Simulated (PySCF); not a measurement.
A GIAO shielding run with PySCF 2.14 (density fitting, non-relativistic, gas phase) on SMILES CCCCF, C₄H₉F:

```
{"job": {"kind": "nmr", "xc": "PBE0", "basis": "pcSseg-1", "pop": false}, "charge": 0, "multiplicity": 1}
C     -1.999632    -0.054376     0.002549
C     -0.561630    -0.207404     0.485234
C      0.512346     0.180098    -0.546421
C      0.111067     1.262487    -1.540237
F     -0.738131     0.770501    -2.501309
H     -2.167666    -0.631316    -0.903569
H     -2.240016     0.984107    -0.204014
H     -2.682851    -0.411702     0.770100
H     -0.435895     0.419526     1.373082
H     -0.388912    -1.239640     0.791881
H      1.411311     0.513567    -0.027402
H      0.777774    -0.701168    -1.136923
H      0.991678     1.633658    -2.076582
H     -0.402817     2.100977    -1.059539
```

Hardware: 1 thread of an Arm Neoverse V1, shared host.

(1) How large is the calculation?

(2) How long does it take?

(3) And these other runs on the same molecule and hardware: spin–spin coupling at B3LYP/pcJ-1?

Results:

(1) 42 electrons, 130 basis functions and 671 auxiliary functions.

(2) 10 s of wall time, with 12 SCF cycles and 4 response iterations. Times on a shared host scatter by some tens of per cent.

(3) B3LYP/pcJ-1: 225 functions, 31 s.
